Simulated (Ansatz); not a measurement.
Molecule: C₂H₇N, charge 0, multiplicity 1. SMILES: CNC
Structure (B3LYP-D3(BJ)/def2-TZVP (Ansatz, an electronic-structure program) minimum search):
```
N
H 1 1.0122
C 1 1.4533 2 109.85
H 3 1.0907 1 109.81 2 53.61
H 3 1.0928 4 107.72 1 -119.03
H 3 1.1029 4 108.38 5 -115.97
C 1 1.4533 2 109.85 3 -124.94
H 7 1.0907 1 109.81 2 -53.61
H 7 1.0928 8 107.72 1 119.03
H 7 1.1029 8 108.38 9 115.97
```
Charge 0, spin multiplicity 1.

Wanted: enthalpy of formation at 298 K, in kcal/mol. Set-up: non-relativistic; 6-31G* and kin with 6d, 5d where marked; UHF or UKS for open shells; no dispersion term unless named; spin-orbit terms left out. Ab initio and DFT rows: single points at B3LYP-D3(BJ) geometries (Ansatz), with unscaled harmonic terms from B3LYP/6-31G* at its own minima, enthalpies of formation by atomisation with measured atoms.

```csv
species,coefficient,"E at B3LYP/6-31G* (Ansatz), Eh","E at wB97X-V/def2-TZVPD (Ansatz), Eh","H(298 K) - E, kcal/mol"
CNC,+1,-135.16270,-135.17194,61.69
C atom,-2,-37.84628,-37.84665,-
H atom,-7,-0.50027,-0.50049,-
N atom,-1,-54.58449,-54.58636,-
```

The atoms take no thermal term, since their enthalpies of formation at 0 K are used: the result is the sum of coefficient times E, plus the molecule's thermal term, plus number times (enthalpy of formation minus H(298) - H(0)) over the atoms. Measured values of the atoms (G2/97 table in ASE), kcal/mol:

```json
[
 {"atom": "C", "number": "2", "enthalpy of formation of the gas at 0 K": "169.98", "H(298) - H(0) of the element's standard state": "0.25"},
 {"atom": "H", "number": "7", "enthalpy of formation of the gas at 0 K": "51.63", "H(298) - H(0) of the element's standard state": "1.01"},
 {"atom": "N", "number": "1", "enthalpy of formation of the gas at 0 K": "112.53", "H(298) - H(0) of the element's standard state": "1.04"}
]
```

Measured values: Active Thermochemical Tables 1.112 (ions: stationary electron), as tabulated in the package chemicals; they hold spin-orbit and core effects, anharmonicity.  Value to compare with, the measured value: -3.8 kcal/mol. 1 Eh = 627.5095 kcal/mol.

Q: Work the quantity out at each level, and compare with the measured value.

A: 
- B3LYP/6-31G*: the sum of coefficient times E is -1.38376 Eh, or -868.32 kcal/mol; the thermal terms add 61.69; the atoms' measured terms add 805.29. Result: -1.3 kcal/mol. Its error against the measured value is 2.5 kcal/mol.
- wB97X-V/def2-TZVPD: the sum of coefficient times E is -1.38885 Eh, or -871.52 kcal/mol; the thermal terms add 61.69; the atoms' measured terms add 805.29. Result: -4.5 kcal/mol. Its error against the measured value is -0.7 kcal/mol.
